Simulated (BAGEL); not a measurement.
# PBE0/6-31G(d) (density fitting with cc-pvqz-jkfit, spherical functions) run of C2H4Cl2 (1,2-dichloroethane)

Aim: the energy change on altering one bond length of C2H4Cl2 (1,2-dichloroethane) at PBE0/6-31G* (density fitting with cc-pvqz-jkfit, spherical functions), from 2 runs. 

Program for the calculation: BAGEL 1.2.2.

1 further run of the same task is left out (set aside as unsound or not needed).

### 1 Starting point

The species is C2H4Cl2 (8 atoms), meant as a singlet with charge 0. As SMILES, `ClCCCl`. The coordinates come from a PBE0-D4/def2-TZVP relaxation. This is one conformer, not always the lowest.

Bond lengths: Cl1–C2 1.776 Å, C2–C3 1.504 Å, C3–Cl4 1.776 Å, C2–H5 1.091 Å, C2–H6 1.089 Å, C3–H7 1.091 Å, C3–H8 1.089 Å. Some angles: Cl1–C2–C3 112.5°, C2–C3–Cl4 112.5°, Cl1–C2–H5 107.0°, Cl1–C2–H6 107.4°, C3–C2–H5 109.3°, C3–C2–H6 111.2°, C2–C3–H7 109.3°, C2–C3–H8 111.2°, Cl4–C3–H7 107.0°, Cl4–C3–H8 107.4°.

### 2 A single-point energy at PBE0/6-31G(d) (density fitting with cc-pvqz-jkfit, spherical functions)

Input file dft.json:

```json
{ "bagel" : [

{
  "title" : "molecule",
  "basis" : "6-31gs.json",
  "df_basis" : "cc-pvqz-jkfit",
  "angstrom" : true,
  "geometry" : [
    { "atom" : "Cl", "xyz" : [   -2.043530,    0.146710,   -0.469250 ] },
    { "atom" : "C", "xyz" : [   -0.462920,    0.562090,    0.226000 ] },
    { "atom" : "C", "xyz" : [    0.627600,   -0.371560,   -0.222240 ] },
    { "atom" : "Cl", "xyz" : [    0.432340,   -2.010930,    0.432390 ] },
    { "atom" : "H", "xyz" : [   -0.226170,    1.575680,   -0.101920 ] },
    { "atom" : "H", "xyz" : [   -0.570340,    0.551100,    1.309740 ] },
    { "atom" : "H", "xyz" : [    1.589520,    0.001780,    0.133100 ] },
    { "atom" : "H", "xyz" : [    0.653500,   -0.454880,   -1.307840 ] }
  ]
},
{
  "title" : "ks",
  "xc_func" : "pbe0"
},
{
  "title" : "print",
  "file" : "orbitals.molden",
  "orbitals" : true
}

]}
```

The basis set 6-31G* is read from a file made from the Basis Set Exchange's data (not shown).

Launch:

```bash
$ BAGEL_NUM_THREADS=1 BAGEL dft.json > dft.out
```

Output:

```text
* using 1 threads per process

  ===============================================================
  ===============================================================

  *** Geometry ***

  { "atom" : "Cl", "xyz" : [     -3.861712,      0.277242,     -0.886754 ] },
  { "atom" : "C", "xyz" : [     -0.874792,      1.062196,      0.427078 ] },
  { "atom" : "C", "xyz" : [      1.185992,     -0.702147,     -0.419973 ] },
  { "atom" : "Cl", "xyz" : [      0.817004,     -3.800107,      0.817099 ] },
  { "atom" : "H", "xyz" : [     -0.427399,      2.977604,     -0.192601 ] },
  { "atom" : "H", "xyz" : [     -1.077786,      1.041428,      2.475050 ] },
  { "atom" : "H", "xyz" : [      3.003757,      0.003364,      0.251523 ] },
  { "atom" : "H", "xyz" : [      1.234936,     -0.859599,     -2.471459 ] },

  Number of auxiliary basis functions:      712

  Since a DF basis is specified, we compute 2- and 3-index integrals:
    o Being stored without compression. Storage requirement is 0.030 GB

  Number of basis functions:       72
  Number of electrons      :       50

    * METHOD: MOLECULE                             0.54

  *** Kohn-Sham DFT ***

    * Removing 15825 points whose weight is below 1.00e-10
    * Grid points: 103423

  === Nuclear Repulsion ===
   203.3281046767

       - DIIS with orbital gradients will be used.

  === KS iteration (pbe0 / 6-31gs.json) ===
      0       -976.87950414          0.14390726           0.36
      1       -972.77127679          0.13777451           0.34
      2       -968.79202321          0.17814127           0.34
      3       -995.44951961          0.08896066           0.34
      4       -997.31922975          0.04650000           0.35
      5       -998.41926188          0.01523297           0.34
      6       -998.58006070          0.00203092           0.35
      7       -998.58149978          0.00098305           0.35
      8       -998.58192942          0.00008105           0.34
      9       -998.58193208          0.00002698           0.34
     10       -998.58193230          0.00000544           0.35
     11       -998.58193232          0.00000247           0.35
     12       -998.58193232          0.00000073           0.35
     13       -998.58193232          0.00000015           0.34
     14       -998.58193232          0.00000006           0.35
     15       -998.58193232          0.00000002           0.34
     16       -998.58193232          0.00000000           0.34
    * SCF iteration converged.

    * Permanent dipole moment:
           (   -0.744882,    -0.861869,    -0.017036) a.u.

    * METHOD: KS                                   6.35

    * METHOD: PRINT                                0.01

  ===============================================================
```

It took 7.2 s on 1 thread of Arm Neoverse V1, shared host; peak memory 0.4 GiB.

### 3 The distorted shape, same level

Input file dft.json:

```json
{ "bagel" : [

{
  "title" : "molecule",
  "basis" : "6-31gs.json",
  "df_basis" : "cc-pvqz-jkfit",
  "angstrom" : true,
  "geometry" : [
    { "atom" : "Cl", "xyz" : [   -2.915943,    0.893628,   -0.110659 ] },
    { "atom" : "C", "xyz" : [   -1.335333,    1.309008,    0.584591 ] },
    { "atom" : "C", "xyz" : [    0.627600,   -0.371560,   -0.222240 ] },
    { "atom" : "Cl", "xyz" : [    0.432340,   -2.010930,    0.432390 ] },
    { "atom" : "H", "xyz" : [   -1.098583,    2.322598,    0.256671 ] },
    { "atom" : "H", "xyz" : [   -1.442753,    1.298018,    1.668331 ] },
    { "atom" : "H", "xyz" : [    1.589520,    0.001780,    0.133100 ] },
    { "atom" : "H", "xyz" : [    0.653500,   -0.454880,   -1.307840 ] }
  ]
},
{
  "title" : "ks",
  "xc_func" : "pbe0"
},
{
  "title" : "print",
  "file" : "orbitals.molden",
  "orbitals" : true
}

]}
```

The basis set 6-31G* is read from a file made from the Basis Set Exchange's data (not shown).

Launch:

```bash
$ BAGEL_NUM_THREADS=1 BAGEL dft.json > dft.out
```

Output:

```text
* using 1 threads per process

  ===============================================================
  ===============================================================

  *** Geometry ***

  { "atom" : "Cl", "xyz" : [     -5.510334,      1.688712,     -0.209115 ] },
  { "atom" : "C", "xyz" : [     -2.523414,      2.473667,      1.104717 ] },
  { "atom" : "C", "xyz" : [      1.185992,     -0.702147,     -0.419973 ] },
  { "atom" : "Cl", "xyz" : [      0.817004,     -3.800107,      0.817099 ] },
  { "atom" : "H", "xyz" : [     -2.076021,      4.389074,      0.485038 ] },
  { "atom" : "H", "xyz" : [     -2.726408,      2.452899,      3.152689 ] },
  { "atom" : "H", "xyz" : [      3.003757,      0.003364,      0.251523 ] },
  { "atom" : "H", "xyz" : [      1.234936,     -0.859599,     -2.471459 ] },

  Number of auxiliary basis functions:      712

  Since a DF basis is specified, we compute 2- and 3-index integrals:
    o Being stored without compression. Storage requirement is 0.030 GB

  Number of basis functions:       72
  Number of electrons      :       50

    * METHOD: MOLECULE                             0.53

  *** Kohn-Sham DFT ***

    * Removing 13490 points whose weight is below 1.00e-10
    * Grid points: 105758

  === Nuclear Repulsion ===
   171.2387522506

       - DIIS with orbital gradients will be used.

  === KS iteration (pbe0 / 6-31gs.json) ===
      0       -962.65713919          0.15395242           0.37
      1       -956.40382659          0.16354978           0.36
      2       -955.32628524          0.11715595           0.36
      3       -978.04348294          0.11707802           0.36
      4       -994.55544151          0.07067077           0.36
      5       -995.94133656          0.05464138           0.36
      6       -991.50711820          0.07544919           0.36
      7       -996.26589104          0.05019648           0.36
      8       -996.88922715          0.04955143           0.36
      9       -998.20080697          0.01896130           0.36
     10       -998.28859340          0.01504908           0.36
     11       -998.41888519          0.00355122           0.35
     12       -998.42470032          0.00077128           0.35
     13       -998.42503396          0.00050025           0.36
     14       -998.42522818          0.00009680           0.37
     15       -998.42523435          0.00002300           0.36
     16       -998.42523470          0.00001181           0.35
     17       -998.42523477          0.00000197           0.35
     18       -998.42523477          0.00000019           0.36
     19       -998.42523477          0.00000008           0.36
     20       -998.42523477          0.00000004           0.36
     21       -998.42523477          0.00000001           0.36
    * SCF iteration converged.

    * Permanent dipole moment:
           (   -0.599073,    -0.693093,    -0.013708) a.u.

    * METHOD: KS                                   8.40

    * METHOD: PRINT                                0.01

  ===============================================================
```

Run time: 9.3 s. Hardware: 1 thread of Arm Neoverse V1, shared host; peak memory 0.41 GiB.

### 4 What came out

Level: PBE0/6-31G* (density fitting with cc-pvqz-jkfit, spherical functions).

```
                                                         quantity          value
                                        first shape: total energy  -998.58193 Eh
                                       first shape: dipole moment         2.90 D
                                         first shape: HOMO energy       -8.42 eV
                                         first shape: LUMO energy        0.67 eV
                                       first shape: HOMO–LUMO gap        9.09 eV
                                    distorted shape: total energy  -998.42523 Eh
                                   distorted shape: dipole moment         2.33 D
                                     distorted shape: HOMO energy       -6.71 eV
                                     distorted shape: LUMO energy       -2.88 eV
                                   distorted shape: HOMO–LUMO gap        3.83 eV
energy change with the C2–C3 bond stretched from 1.504 to 2.707 Å       4.264 eV
```

In words: One bond (distorted shape) is far stretched, which a spin-restricted single reference describes badly; a broken-symmetry solution may lie lower. With the C2–C3 bond stretched from 1.504 to 2.707 Å the energy rises by 4.26 eV (98 kcal/mol). The first shape isn't relaxed at this level, so the change isn't measured from a minimum. A restricted reference can't describe the breaking bond well at this length.
